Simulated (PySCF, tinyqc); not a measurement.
CCSD on RHF in the sto-3g basis, frozen core, for CH+, spin multiplicity 1, step by step. The lowest restricted solution is unstable here: a spin-polarised one lies 0.0081 hartree lower (PySCF). One step of it, computed by the program tinyqc.

Question. CCSD: starting amplitudes. t_ij^ab = <ij||ab> / (e_i + e_j - e_a - e_b), whose energy is MP2.

orbital energies (hartree): MO1 -11.655313, MO2 -1.143702, MO3 -0.788812, MO4 -0.252504, MO5 -0.252504, MO6 -0.052867

Two-electron integrals over orbitals (pq|rs), unique and non-zero (hartree); the lowest 1 orbital is frozen and left out:
```
(22|22) 0.577189    (32|22) 0.008623    (32|32) 0.109998    (33|22) 0.518981
(33|32) -0.038388   (33|33) 0.559065    (42|42) 0.114781    (43|42) -0.034595
(43|43) 0.037473    (44|22) 0.582551    (44|32) -0.052027   (44|33) 0.527954
(44|44) 0.672833    (52|52) 0.114781    (53|52) -0.034595   (53|53) 0.037473
(54|54) 0.036269    (55|22) 0.582551    (55|32) -0.052027   (55|33) 0.527954
(55|44) 0.600295    (55|55) 0.672833    (62|22) -0.082675   (62|32) -0.010461
(62|33) -0.013667   (62|44) -0.088723   (62|55) -0.088723   (62|62) 0.076758
(63|22) -0.076263   (63|32) 0.078786    (63|33) -0.070339   (63|44) -0.117933
(63|55) -0.117933   (63|62) 0.062208    (63|63) 0.141705    (64|42) -0.030749
(64|43) -0.007501   (64|64) 0.020620    (65|52) -0.030749   (65|53) -0.007501
(65|65) 0.020620    (66|22) 0.490416    (66|32) 0.086177    (66|33) 0.489590
(66|44) 0.439395    (66|55) 0.439395    (66|62) 0.006035    (66|63) 0.072227
(66|66) 0.619401
```

Give: Starting amplitudes; correlation energy.

Answer.

Starting amplitudes (spin orbitals 1a, 1b, ...; amplitudes related by a flip of all spins are not repeated):
```
from      to        t
3a 3b  6a 6b  -0.0963
2a 2b  4a 4b  -0.0644
2a 2b  5a 5b  -0.0644
2a 2b  6a 6b  -0.0352
3a 3b  4a 4b  -0.0349
3a 3b  5a 5b  -0.0349
2a 3b  6a 6b  -0.0341
2a 3b  4a 4b   0.0242
2a 3b  5a 5b   0.0242
```

correlation energy = -0.041335 hartree
